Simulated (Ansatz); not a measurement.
How methods differ on BSiH2Cl (SMILES B[Si]Cl)

BSiH2Cl has 5 atoms, charge 0, and is taken as a triplet. As SMILES, `B[Si]Cl`. Geometry: relaxed at GFN2-xTB.

```xyz
5

B    -0.6741    0.3680   -0.3025
Si    0.3346   -1.0819    0.3575
Cl    2.3114   -0.9303    0.9615
H    -0.1845    1.4312   -0.3874
H    -1.7874    0.2130   -0.6291
```

Quantity: the vertical energy of the singlet above the triplet, in eV. The values are calculated.

```
           level                    kind  program  value (eV)  less FCI/STO-3G
      UHF/STO-3G            Hartree–Fock   Ansatz        1.00            +0.18
   USVWN5/STO-3G                     LDA   Ansatz        1.02            +0.20
 U-revPBE/STO-3G                     GGA   Ansatz        1.09            +0.27
U-r2SCAN0/STO-3G         hybrid meta-GGA   Ansatz        1.15            +0.33
  U-wB97X/STO-3G  range-separated hybrid   Ansatz        0.82             0.00
  UB2PLYP/STO-3G           double hybrid   Ansatz        0.83            +0.01
     UMP2/STO-3G     perturbation theory   Ansatz        0.93            +0.11
 UBCCD(T)/STO-3G   coupled cluster or CI   Ansatz        0.83            +0.01
   UCCSDT/STO-3G   coupled cluster or CI   Ansatz        0.82             0.00
      FCI/STO-3G      exact in the basis   Ansatz        0.82             0.00
```

FCI/STO-3G is exact within its basis and frozen core, so for wave-function methods in that basis the difference is their error; functionals converge differently with the basis, so for them it is only a difference. The values span 0.82 to 1.15 eV. All rows use very small basis sets, so none should be taken for the real molecule's value.
